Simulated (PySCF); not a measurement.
Members of the series X–O+ and X–S+; each row names its spin state. Isolated molecules, 0 K electronic values unless said otherwise. Strings in code marks are SMILES.

These are B3LYP-D3(BJ)/def2-TZVP (PySCF) values and carry that method's errors. B3LYP has the VWN-RPA correlation part, as in Gaussian. 

```
species                                                      highest occupied spin orbital (eV)
-----------------------------------------------------------  ----------------------------------
O, X = boryl, multiplicity 3 (`[O+]B` (excited triplet))                                      …
O, X = ethynyl, multiplicity 3 (`C#C[O+]` (lower triplet))                               -16.92
O, X = mercapto, multiplicity 1 (`[O+]S` (lower singlet))                                     –
O, X = mercapto, multiplicity 3 (`[O+]S` (excited triplet))                              -16.05
S, X = H, multiplicity 3 (`[SH+]` (lower triplet))                                       -18.38
S, X = hydroxy, multiplicity 3 (`O[S+]` (lower triplet))                                 -15.69
```

**Question.** Some entries are withheld; supply them.

**Answer.** 
- O, X = boryl, multiplicity 3 (`[O+]B` (excited triplet)), highest occupied spin orbital (eV): -18.15
